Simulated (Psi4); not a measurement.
This Psi4 input (MP2/def2-TZVPP) gives -76.32337 Eh with 59 basis functions.

```
memory 2025 MB

molecule {
0 1
O     0.00702152    0.00134342    0.11666744
H    -0.04995842    0.75929218   -0.47415850
H    -0.00621371   -0.77003954   -0.45918106
}

set {
  basis def2-tzvpp
  scf_type df
  freeze_core true
}

energy('mp2')
print_variables()
```

Change:
```diff
- basis def2-tzvpp
+ basis def2-tzvpd
```

Question: What does the run give now?

Answer: -76.31906 Eh (MP2/def2-TZVPD, 58 functions), a change of +4.31 mEh.
